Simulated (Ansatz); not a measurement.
Reaction (hydrogen abstraction from the N–H bond): `BNC` + H• → `B[N]C`• + H₂

Isolated molecules relaxed with PBE0-D4/def2-TZVP in Ansatz; ΔE leaves out vibrations. CCSD(T)/CBS is the MP2 limit (def2-TZVPP, def2-QZVPP) plus CCSD(T) − MP2 in def2-TZVPP, frozen cores. This one scheme is used for every species, atoms too. Functionals use def2-TZVPP. No spin–orbit coupling; open shells (•) take unrestricted orbitals.

`BNC`:

Z-matrix (Å, degrees):
```
C
N 1 1.444
H 1 1.090 2 109.0
H 1 1.094 2 111.6 3 119.5
H 1 1.094 2 111.6 3 -119.5
B 2 1.383 1 126.9 3 0.1
H 2 1.008 1 113.9 3 -179.9
H 6 1.197 2 118.8 1 180.0
H 6 1.199 2 118.9 1 -0.0
```

`B[N]C`•:

Z-matrix (Å, degrees):
```
C
N 1 1.390
H 1 1.096 2 112.2
H 1 1.102 2 109.0 3 -118.3
H 1 1.096 2 112.2 3 123.4
B 2 1.332 1 164.6 3 118.0
H 6 1.203 2 121.1 1 -179.8
H 6 1.210 2 118.7 1 0.3
```

H₂:

Z-matrix (Å, degrees):
```
H
H 1 0.746
```

```tsv
level	ΔE (kcal/mol)
ωB97M-V	5.4
CCSD/CBS(def2)	6.2
```

What does CCSD(T)/CBS give? (An estimate is asked.)

The calculation gave: +6.6 kcal/mol. The listed levels differ from it by -1.2, -0.4 kcal/mol.

Largest T1 diagnostic among the species: 0.024.

Leaving LDA and LC-ωPBE aside and taking each functional with its dispersion term where it has one, the values, not all of them listed here, spread over 12.3 kcal/mol, from BLYP-D4 to PBE-QIDH. LDA lies +2.7 kcal/mol from PBE without D4. At CCSD(T), def2-SVP lies +1.0 kcal/mol from the extrapolated value and def2-TZVPP −0.3 kcal/mol. From PBE to PBE0 (25 % exact exchange), in def2-TZVPP and without D4, ΔE moves by +3.2 kcal/mol.
